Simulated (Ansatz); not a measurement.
**SiCN+ (quintet): the correlation ladder, cc-pVDZ**

The task here is to estimate one member of a computed series from the others.

The runs use Ansatz 0.2.0, Gaussian basis; cc-pVDZ, core rule «outside noble gas», up to 7 orbitals frozen.

To be run: UHF; CCSD(T) on ROHF; CCSD(T) on UHF; BCCD(T) on ROHF; CISD as a restricted active space (open shells left free, so some higher excitations enter); CCSDT(Q) on ROHF; CCSDT(Q) on UHF.

23 further runs of the same task are left out: 8 for a known fault of the program, 4 that didn't finish, 11 set aside as unsound or not needed. Runs told in other sessions of the task aren't counted.

### The system

The geometry is a PBE0/def2-TZVP stationary point (not a proven minimum) of the parent state, kept for this charge and spin.

3 atoms, charge 1, spin multiplicity 5.

Atoms are counted from 1 here; the program's logs count them from 0.

Bond lengths: C1–N2 1.181 Å, N2–Si3 1.708 Å. Angles: C1–N2–Si3 180.0°.

Set-up of the first run:

The input, in.yaml:

```yaml
crystal:
  periodic: [false, false, false]
  atoms:
    - {symbol: C, position_ang: [0.000000, 0.000000, -1.356800]}
    - {symbol: N, position_ang: [0.000000, 0.000000, -0.175700]}
    - {symbol: Si, position_ang: [0.000000, 0.000000, 1.532500]}
basis:
  gaussian: {orbitals: cc-pVDZ}
total_charge: 1
magnetization: {spin_polarized: true, initial_magnetization: 4}
hamiltonian: {xc: hf}
output: {orbitals: {seedname: orbitals}}
```

The run is started by

```bash
ansatz run in.yaml --threads 1 --pin off --events-out ev --progress --plain --max-ram 2393MiB
```

Steps of the session up to this table: UHF; CCSD(T) on ROHF; CCSD(T) on UHF; BCCD(T) on ROHF; CISD as a restricted active space (open shells left free, so some higher excitations enter); CCSDT(Q) on ROHF; CCSDT(Q) on UHF.

One of the session's tables, all rows but one given; the rest of the session is left out.

```
   method  from UCCSDT(Q) (kJ/mol)
     ROHF                   +850.9
      UHF                   +761.5
     RMP2                    +87.7
     UMP2                   +139.0
     CISD                   +114.5
    RCCSD                        ?
    UCCSD                    +39.4
 RCCSD(T)                     +6.8
 UCCSD(T)                     +8.7
  BCCD(T)                     +7.2
   RCCSDT                     +4.3
   UCCSDT                     +3.7
RCCSDT(Q)                     +0.1
UCCSDT(Q)                        0
```

Q: Estimate the row for RCCSD from the others.

As computed: from UCCSDT(Q) (kJ/mol): +43.0. In the column «from UCCSDT(Q) (kJ/mol)» it lies between UCCSD (+39.4) and RMP2 (+87.7).

To keep in mind: Restricted and unrestricted rows rest on different reference determinants; a gap between their highest levels can come from leftover correlation error, from unlike frozen cores or from another state.
